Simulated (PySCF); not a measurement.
Which level of theory gave which numbers?

Species: C2HCl3.
SMILES: `ClC=C(Cl)Cl`

The closed-shell ground state was solved 7 times with PySCF (density fitting, gas phase), always in the def2-SVPD basis (129 functions), with these functionals: B3LYP, CAM-B3LYP, HF, LC-wPBE, LDA, PBE0 and wB97X-D. Isolated species at its PBE0-D3(BJ)/def2-SVP geometry, gas phase.

```json
{"row": "P", "total energy (Eh)": "-1456.9512", "HOMO (eV)": "-7.24", "LUMO (eV)": "-1.22", "dipole (D)": "0.86"}
{"row": "Q", "total energy (Eh)": "-1454.2962", "HOMO (eV)": "-10.05", "LUMO (eV)": "2.57", "dipole (D)": "1.06"}
{"row": "R", "total energy (Eh)": "-1456.8741", "HOMO (eV)": "-9.29", "LUMO (eV)": "0.74", "dipole (D)": "0.93"}
{"row": "S", "total energy (Eh)": "-1451.7772", "HOMO (eV)": "-6.45", "LUMO (eV)": "-2.12", "dipole (D)": "0.81"}
{"row": "T", "total energy (Eh)": "-1456.9042", "HOMO (eV)": "-8.75", "LUMO (eV)": "0.10", "dipole (D)": "0.91"}
{"row": "U", "total energy (Eh)": "-1456.4718", "HOMO (eV)": "-10.12", "LUMO (eV)": "1.17", "dipole (D)": "0.97"}
{"row": "V", "total energy (Eh)": "-1456.3688", "HOMO (eV)": "-7.48", "LUMO (eV)": "-1.03", "dipole (D)": "0.89"}
```

Task: Which functional belongs to which row?

Result: P = B3LYP, Q = HF, R = wB97X-D, S = LDA, T = CAM-B3LYP, U = LC-wPBE, V = PBE0. By rising HOMO–LUMO gap: LDA (LDA) 4.33 eV; B3LYP (global hybrid, 20 % exact exchange) 6.02 eV; PBE0 (global hybrid, 25 % exact exchange) 6.45 eV; CAM-B3LYP (range-separated hybrid) 8.85 eV; wB97X-D (range-separated hybrid) 10.03 eV; LC-wPBE (range-separated hybrid) 11.29 eV; HF (all exact exchange) 12.62 eV. Total energies of different functionals aren't bounds to one another; each is stationary for its own functional.

Note: wB97X-D ran without an empirical dispersion term, which enters the total energy and its gradient alone.
